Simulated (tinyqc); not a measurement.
Inside a calculation. Method: MP2 on RHF in the sto-3g basis, frozen core, for H2F+, spin multiplicity 1. One step of it, computed by the program tinyqc.

Question. Second-order Moller-Plesset energy. E2 = sum_ijab (ia|jb) [2 (ia|jb) - (ib|ja)] / (e_i + e_j - e_a - e_b) over occupied i, j and virtual a, b; the opposite-spin part is (ia|jb)^2 / denominator, the rest is same-spin, and SCS-MP2 scales them by 6/5 and 1/3.

orbital energies (hartree): MO1 -26.568777, MO2 -1.984649, MO3 -1.114702, MO4 -1.013282, MO5 -0.995884, MO6 -0.081024, MO7 0.078840

Two-electron integrals over orbitals (pq|rs), unique and non-zero (hartree); the lowest 1 orbital is frozen and left out:
```
(22|22) 0.858201    (32|32) 0.153202    (33|22) 0.743680    (33|33) 0.712817
(42|22) -0.005801   (42|33) -0.006118   (42|42) 0.163514    (43|32) 0.008671
(43|43) 0.047586    (44|22) 0.818590    (44|33) 0.699761    (44|42) -0.083845
(44|44) 0.881564    (52|52) 0.183472    (53|53) 0.037096    (54|52) -0.030393
(54|54) 0.052579    (55|22) 0.882873    (55|33) 0.733177    (55|42) -0.049137
(55|44) 0.832274    (55|55) 0.997514    (62|22) -0.136279   (62|33) -0.082585
(62|42) -0.044261   (62|44) -0.099064   (62|55) -0.142162   (62|62) 0.069669
(63|32) 0.027004    (63|43) 0.019626    (63|63) 0.072884    (64|22) -0.147567
(64|33) -0.085024   (64|42) 0.005603    (64|44) -0.153898   (64|55) -0.152029
(64|62) 0.059053    (64|64) 0.076360    (65|52) -0.050118   (65|54) -0.009357
(65|65) 0.023842    (66|22) 0.546300    (66|33) 0.535155    (66|42) 0.063049
(66|44) 0.520139    (66|55) 0.525563    (66|62) -0.044790   (66|64) -0.023531
(66|66) 0.529545    (72|32) 0.070430    (72|43) -0.019782   (72|63) -0.024441
(72|72) 0.058061    (73|22) 0.219810    (73|33) 0.165185    (73|42) -0.053021
(73|44) 0.206309    (73|55) 0.238912    (73|62) -0.068265   (73|64) -0.088864
(73|66) 0.014554    (73|73) 0.164818    (74|32) -0.050811   (74|43) 0.007298
(74|63) -0.044110   (74|72) -0.011103   (74|74) 0.046863    (75|53) 0.025809
(75|75) 0.020213    (76|32) -0.090562   (76|43) -0.050022   (76|63) -0.090446
(76|72) 0.003093    (76|74) 0.059688    (76|76) 0.164984    (77|22) 0.601331
(77|33) 0.599544    (77|42) 0.005297    (77|44) 0.580235    (77|55) 0.590819
(77|62) -0.042426   (77|64) -0.032104   (77|66) 0.524393    (77|73) 0.072631
(77|77) 0.563948
```

Hartree-Fock energy = -98.83668171 hartree

Give: Terms; Pair energies; MP2 correlation energy; SCS-MP2 correlation energy; MP2 total energy.

Answer.

Terms:
```
i  j  a  b  (ia|jb)  (ib|ja)  denominator       term
3  3  7  7    0.165    0.165       -2.387     -0.011
4  3  6  7   -0.089   -0.044       -2.126     -0.006
3  4  7  6   -0.089   -0.044       -2.126     -0.006
4  4  6  6    0.076    0.076       -1.865  -3.13e-03
3  3  6  6    0.073    0.073       -2.067  -2.57e-03
2  3  6  7   -0.068   -0.024       -3.097  -2.47e-03
3  2  7  6   -0.068   -0.024       -3.097  -2.47e-03
2  2  6  6    0.070    0.070       -3.807  -1.27e-03
2  4  6  6    0.059    0.059       -2.836  -1.23e-03
4  2  6  6    0.059    0.059       -2.836  -1.23e-03
4  4  7  7    0.047    0.047       -2.184  -1.01e-03
2  2  7  7    0.058    0.058       -4.127  -8.17e-04
5  5  6  6    0.024    0.024       -1.830  -3.11e-04
5  5  7  7    0.020    0.020       -2.149  -1.90e-04
2  3  7  6   -0.024   -0.068       -3.097   1.53e-04
3  2  6  7   -0.024   -0.068       -3.097   1.53e-04
4  2  7  7   -0.011   -0.011       -3.156  -3.91e-05
2  4  7  7   -0.011   -0.011       -3.156  -3.91e-05
4  3  7  6   -0.044   -0.089       -2.126   1.34e-05
3  4  6  7   -0.044   -0.089       -2.126   1.34e-05
```

Pair energies (hartree; pair i-j sums ij and ji):
```
pair  opposite spin  same spin
2-2       -2.09e-03      0.000
3-2       -3.39e-03  -1.24e-03
3-3          -0.014      0.000
4-2       -2.54e-03      0.000
4-3          -0.009  -1.88e-03
4-4       -4.13e-03      0.000
5-5       -5.01e-04      0.000
```

MP2 correlation energy = -0.03899 hartree

SCS-MP2 correlation energy = -0.04408 hartree

MP2 total energy = -98.87567 hartree
